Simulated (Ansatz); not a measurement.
A point defect in Cu

Method: Ansatz 0.2.0, DFT PBEsol, scalar-relativistic, plane waves, PAW. (420 eV cutoff, 4×4×4 k-mesh, Gaussian smearing of 0.10 eV, no spin polarisation)

Host crystal, relaxed:

```cif
data_structure
_symmetry_space_group_name_H-M 'P 1'
_symmetry_Int_Tables_number 1
_cell_length_a 2.5197
_cell_length_b 2.5197
_cell_length_c 2.5197
_cell_angle_alpha 60.000
_cell_angle_beta 60.000
_cell_angle_gamma 60.000
_cell_volume 11.31
loop_
_atom_site_label
_atom_site_type_symbol
_atom_site_fract_x
_atom_site_fract_y
_atom_site_fract_z
_atom_site_occupancy
Cu1 Cu 0.00000 0.00000 0.00000 1
```

Supercell of 27 atoms, rows in host cell vectors: 0 0 -3; 0 -3 0; -3 0 0. Atoms relax at the host's cell from a start displaced at random by 0.06 Å near the defect, so other minima may exist. The cell is small, so energies carry finite-size errors of tenths of an eV. The host is a metal. Atoms are taken from and returned to the elements' standard states.

The defect is an interstitial at (0.500, 0.500, 0.500) of the host cell.

| charge | E_f at the valence band top (eV) | moment (μB) | largest move (Å) | atoms near the site |
| --- | --- | --- | --- | --- |
| 0 | 4.90 | 0.00 | 0.38 | 1 Cu at 2.10 Å, 1 Cu at 2.11 Å, 3 Cu at 2.12 Å, 1 Cu at 2.13 Å |

**Question.** Which element is it? Judge by the nearest distance in charge 0 and covalent radii.
A. Cu
B. Ca
C. Nb
D. W
E. V

**Answer.** A. The nearest neighbour is Cu at 2.10 Å, and the summed covalent radii with Cu are 3.08 Å for Ca, 2.64 Å for Cu, 2.96 Å for Nb, 2.85 Å for V, 2.94 Å for W, so Cu fits best. Bonds can miss such sums by a tenth of an ångström or more.

Cost: 2 runs of about 2.5 core-hours in all, on AMD EPYC (Zen 3) (shared hosts).